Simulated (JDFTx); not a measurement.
Input for JDFTx (a modified build): nitrogen, N2 (SMILES N#N), charge 0, multiplicity 1, linear PCM (GLSSA13), ethylene carbonate, 0.5 M NaCl; lengths in bohr, energies in hartree. This linear run has a cavity as tight as the nonlinear model's, a pairing that the parameters may not suit. The run starts from orbitals saved by an earlier run of the same system.

```
lattice \
  16.5351035905 0.0000000000 0.0000000000 \
  0.0000000000 14.6453774658 0.0000000000 \
  0.0000000000 0.0000000000 14.6453774658
coords-type Cartesian
ion N 1.0372706698 -0.0247554122 0.0128501376 0
ion N -1.0372706698 0.0247554122 -0.0128501376 0
ion-species pseudo/n_pbe_v1.2.upf
elec-cutoff 20 100
elec-ex-corr gga-PBE
symmetries none
elec-n-bands 5
electronic-minimize nIterations 150 energyDiffThreshold 1e-7
fluid LinearPCM
pcm-variant GLSSA13
fluid-solvent EC
fluid-cation Na+ 0.5
fluid-anion Cl- 0.5
fluid-minimize nIterations 400 knormThreshold 1e-11
wavefunction read s0.wfns 8
dump-name s5.$VAR
dump End State Ecomponents EigStats BandEigs Forces ElecDensity IonicPositions FluidDebug
```

The log closes as follows.

```
[...]
ElecMinimize: Iter:   6  Etot: -19.965706843940566  |grad|_K:  1.121e-06  alpha:  9.064e-01  linmin: -6.922e-04
ElecMinimize: Iter:   7  Etot: -19.965706915363441  |grad|_K:  5.395e-07  alpha:  7.619e-01  linmin: -4.481e-02
ElecMinimize: Iter:   8  Etot: -19.965706933650495  |grad|_K:  2.896e-07  alpha:  8.062e-01  linmin: -6.755e-06
ElecMinimize: Converged (|Delta Etot|<1.000000e-07 for 2 iters).

# Ionic positions in cartesian coordinates:
ion N   1.037270669800000  -0.024755412200000   0.012850137600000 0
ion N  -1.037270669800000   0.024755412200000  -0.012850137600000 0

# Forces in Cartesian coordinates:
force N   0.025055641068831  -0.000570805432678   0.000306435569739 0
force N  -0.025052522531652   0.000570731594795  -0.000306389854979 0

# Energy components:
   A_diel =       -0.0042153530688867
   Eewald =        2.8333097138023229
       EH =       18.7506808377758141
     Eloc =      -50.2324428430639855
      Enl =        3.2187588022301235
      Exc =       -5.2004825291549475
 Exc_core =        0.1772397633088397
       KE =       10.4914446745202223
-------------------------------------
     Etot =      -19.9657069336504946


	eMin: -1.015834 at state 0 ( [ +0.000000 +0.000000 +0.000000 ] spin 0 )
	HOMO: -0.355778 at state 0 ( [ +0.000000 +0.000000 +0.000000 ] spin 0 )
```

The run took 9 electronic cycles (a count that differs between repeats, as do the digits past 10⁻⁶ Ha); the highest occupied level lies at -9.68 eV from the bulk liquid; the total lies -0.10 eV from the vacuum run at this geometry.
